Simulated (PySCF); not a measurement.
**CH2F2 (difluoromethane) at MP2/STO-3G**

Aim: the vertical singlet–triplet gap of CH2F2 (difluoromethane) at MP2/STO-3G, from 2 runs. The job is set up through a Python script.

The results are computed with PySCF 2.14.0.

9 further runs of the same task are left out: 3 that didn't finish, 6 set aside as unsound or not needed.

### 1 The structure to begin with

CH2F2 has 5 atoms, charge 0, and is taken as a singlet. SMILES: `FCF`. Geometry: relaxed at PBE0-D4/def2-TZVP.

Bond lengths: F1–C2 1.351 Å, C2–F3 1.351 Å, C2–H4 1.093 Å, C2–H5 1.094 Å. Angles: F1–C2–F3 108.6°, F1–C2–H4 108.8°, F1–C2–H5 108.8°, F3–C2–H4 108.8°, F3–C2–H5 108.8°, H4–C2–H5 113.0°.

### 2 The energy at MP2/STO-3G

Input file mol.xyz:

```xyz
5
CH2F2
F     -1.073300     0.191200     0.698300
C      0.010100    -0.016900    -0.082300
F      1.090500    -0.179200     0.713200
H     -0.142700    -0.932900    -0.659500
H      0.165300     0.864200    -0.711100
```

Input file input.py:

```python
from pyscf import gto, scf, mp

mol = gto.Mole()
mol.atom = 'mol.xyz'
mol.basis = 'sto-3g'
mol.verbose = 3
mol.max_memory = 1860
mol.build()

mf = scf.RHF(mol)
mf.conv_tol = 1e-10
mf.kernel()
if not mf.converged:
    mf = mf.newton().run(mf.mo_coeff, mf.mo_occ)

pt = mp.MP2(mf, frozen=3).run()
etot = pt.e_tot
print('Final energy', etot)
```

Launch:

```console
$ OMP_NUM_THREADS=1 python input.py
```

What it wrote:

```text
converged SCF energy = -234.624601306169
E(RMP2) = -234.705103272256  E_corr = -0.0805019660867429
E(SCS-RMP2) = -234.713251096368  E_corr = -0.0886497901990349
Final energy -234.70510327225568
```

Wall time 0.78 s (1 thread of Arm Neoverse V1, shared host); peak memory 0.12 GiB.

### 3 The triplet, same level

Input file run.py:

```python
from pyscf import gto, scf, mp

molecule = gto.M(
    atom='''
F     -1.073300     0.191200     0.698300
C      0.010100    -0.016900    -0.082300
F      1.090500    -0.179200     0.713200
H     -0.142700    -0.932900    -0.659500
H      0.165300     0.864200    -0.711100
''',
    verbose=3,
    basis='sto-3g',
    spin=2,
    max_memory=1860,
)

hf = scf.UHF(molecule)
hf.conv_tol = 1e-10
hf.kernel()
if not hf.converged:
    hf = hf.newton().run(hf.mo_coeff, hf.mo_occ)

pt = mp.MP2(hf, frozen=3).run()
etot = pt.e_tot
print('E(%s) = %.9f' % ('MP2', etot))
```

Launch:

```console
$ OMP_NUM_THREADS=1 python run.py
```

What it wrote:

```text
WARN: HOMO 0.413117578397216 >= LUMO -0.354145300798347

WARN: HOMO 0.174298924617882 >= LUMO 0.0215447547492864

WARN: HOMO 0.149883549162713 >= LUMO 0.0350414691518502

WARN: HOMO 0.113999319308303 >= LUMO 0.0559255893295941

WARN: HOMO 0.115855677862379 >= LUMO 0.0591296942063617

WARN: HOMO 0.112367212099089 >= LUMO 0.0608187299375316

WARN: HOMO 0.112233222309805 >= LUMO 0.0607642375737567

WARN: HOMO 0.111895196664336 >= LUMO 0.0607855462593383

WARN: HOMO 0.112179924766151 >= LUMO 0.0606229041122109

WARN: HOMO 0.112163009027109 >= LUMO 0.0606556270146105

WARN: HOMO 0.112112712518203 >= LUMO 0.0606842620851762

WARN: HOMO 0.112117760748224 >= LUMO 0.0606770113520108

WARN: HOMO 0.112121375728422 >= LUMO 0.0606778262894199

WARN: HOMO 0.112123030561974 >= LUMO 0.0606763806837524

WARN: HOMO 0.112124376127397 >= LUMO 0.0606746522309256

WARN: HOMO 0.112124067276268 >= LUMO 0.0606741363622008

WARN: HOMO 0.112123952746652 >= LUMO 0.0606745178463699

WARN: HOMO 0.11212373642621 >= LUMO 0.060674788738257

WARN: HOMO 0.112123715380833 >= LUMO 0.0606748041717868

WARN: HOMO 0.112123693285285 >= LUMO 0.0606747634829082

WARN: HOMO 0.112123733950009 >= LUMO 0.0606748294650069

WARN: HOMO 0.112123714923664 >= LUMO 0.060675052440041

WARN: HOMO 0.112123886257768 >= LUMO 0.0606750078419021

WARN: HOMO 0.112123567764111 >= LUMO 0.0606749885775327

WARN: HOMO 0.112123594379749 >= LUMO 0.0606749869428984

WARN: HOMO 0.112123639436696 >= LUMO 0.0606749628687695

converged SCF energy = -234.079079779857  <S^2> = 2.0142074  2S+1 = 3.0094567
E(UMP2) = -234.185885536402  E_corr = -0.106805756545499
E(SCS-UMP2) = -234.182819657497  E_corr = -0.103739877639867
E(MP2) = -234.185885536
```

Run time: 0.87 s. Hardware: 1 thread of Arm Neoverse V1, shared host; peak memory 0.12 GiB.

### 4 Summary of results

Level: MP2/STO-3G, 3 core orbitals frozen.

```
                                            quantity          value
                               singlet: total energy  -234.70510 Eh
       singlet: dipole moment (Hartree–Fock density)         1.27 D
        singlet: HOMO energy (Hartree–Fock orbitals)      -11.10 eV
        singlet: LUMO energy (Hartree–Fock orbitals)       16.11 eV
      singlet: HOMO–LUMO gap (Hartree–Fock orbitals)       27.21 eV
singlet: correlation energy (3 core orbitals frozen)      -80.5 mEh
                               triplet: total energy  -234.18589 Eh
       triplet: dipole moment (Hartree–Fock density)         1.40 D
triplet: correlation energy (3 core orbitals frozen)     -106.8 mEh
          triplet: ⟨S²⟩ of the reference determinant          2.014
    vertical energy of the triplet above the singlet      14.129 eV
```

What this shows: At this shape the triplet lies 14.13 eV (1363 kJ/mol) above the singlet. In a minimal basis such a difference can be off by several eV, whatever the method. Mulliken charges (triplet) of the mean-field density run from -0.06 on F3 to +0.07 on H4.
